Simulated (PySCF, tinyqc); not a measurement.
Inside a calculation. Method: MP2 on RHF in the sto-3g basis, frozen core, for LiH, spin multiplicity 1. The lowest restricted solution is unstable here: a spin-polarised one lies 0.0064 hartree lower (PySCF). One step of it, computed by the program tinyqc.

Problem. Second-order Moller-Plesset energy. E2 = sum_ijab (ia|jb) [2 (ia|jb) - (ib|ja)] / (e_i + e_j - e_a - e_b) over occupied i, j and virtual a, b; the opposite-spin part is (ia|jb)^2 / denominator, the rest is same-spin, and SCS-MP2 scales them by 6/5 and 1/3.

orbital energies (hartree): MO1 -2.368668, MO2 -0.230884, MO3 0.069764, MO4 0.159749, MO5 0.159749, MO6 0.374495

Two-electron integrals over orbitals (pq|rs), unique and non-zero (hartree); the lowest 1 orbital is frozen and left out:
```
(22|22) 0.445706    (32|22) -0.061728   (32|32) 0.023562    (33|22) 0.212490
(33|32) 0.015525    (33|33) 0.326324    (42|42) 0.021040    (43|42) 0.020587
(43|43) 0.041390    (44|22) 0.241517    (44|32) 0.015265    (44|33) 0.278980
(44|44) 0.312946    (52|52) 0.021040    (53|52) 0.020587    (53|53) 0.041390
(54|54) 0.016869    (55|22) 0.241517    (55|32) 0.015265    (55|33) 0.278980
(55|44) 0.279207    (55|55) 0.312946    (62|22) 0.106340    (62|32) -0.046739
(62|33) -0.018202   (62|44) -0.039123   (62|55) -0.039123   (62|62) 0.131405
(63|22) -0.059715   (63|32) 0.019445    (63|33) 0.036908    (63|44) 0.009175
(63|55) 0.009175    (63|62) -0.040903   (63|63) 0.032807    (64|42) -0.018149
(64|43) -0.011562   (64|64) 0.018989    (65|52) -0.018149   (65|53) -0.011562
(65|65) 0.018989    (66|22) 0.416765    (66|32) -0.049977   (66|33) 0.238813
(66|44) 0.256850    (66|55) 0.256850    (66|62) 0.092736    (66|63) -0.046894
(66|66) 0.411354
```

Hartree-Fock energy = -7.80485682 hartree

Give: Terms; Pair energies; MP2 correlation energy; SCS-MP2 correlation energy; MP2 total energy.

Solution.

Terms:

| i | j | a | b | (ia\|jb) | (ib\|ja) | denominator | term |
|---|---|---|---|---|---|---|---|
| 2 | 2 | 6 | 6 | 0.131 | 0.131 | -1.211 | -0.014 |
| 2 | 2 | 3 | 6 | -0.047 | -0.047 | -0.906 | -2.41e-03 |
| 2 | 2 | 6 | 3 | -0.047 | -0.047 | -0.906 | -2.41e-03 |
| 2 | 2 | 3 | 3 | 0.024 | 0.024 | -0.601 | -9.23e-04 |
| 2 | 2 | 5 | 5 | 0.021 | 0.021 | -0.781 | -5.67e-04 |
| 2 | 2 | 4 | 4 | 0.021 | 0.021 | -0.781 | -5.67e-04 |

Pair energies (hartree; pair i-j sums ij and ji):

| pair | opposite spin | same spin |
|---|---|---|
| 2-2 | -0.021 | 0 |

MP2 correlation energy = -0.02114 hartree

SCS-MP2 correlation energy = -0.02537 hartree

MP2 total energy = -7.82600 hartree
